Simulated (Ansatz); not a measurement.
Two shapes of singlet C2H(-).

Shape 1:

```xyz
3

H     0.0045    0.0233   -1.6188
C    -0.0146    0.0460   -0.5069
C    -0.0062    0.0449    0.7776
```

Shape 2:

```xyz
3

H     0.0000    0.0000   -1.4488
C     0.0000    0.0000   -0.4544
C     0.0000    0.0000    0.6959
```

Basis set: cc-pVTZ (spherical functions). Frozen core: 2 orbitals. Charge -1, multiplicity 1.

Computed with Ansatz (development build ahead of 0.2.0); each method stands on the lowest determinant of its kind that the runs found.

Problem. Which shape is lower in energy, and by how much in each method?

Solution.

```json
{"method": "RHF", "E(2) − E(1) (eV)": "0.155"}
{"method": "RHF-MP2", "E(2) − E(1) (eV)": "0.563"}
```

Shape 1 is lower. Caution: no diffuse functions for an anion.
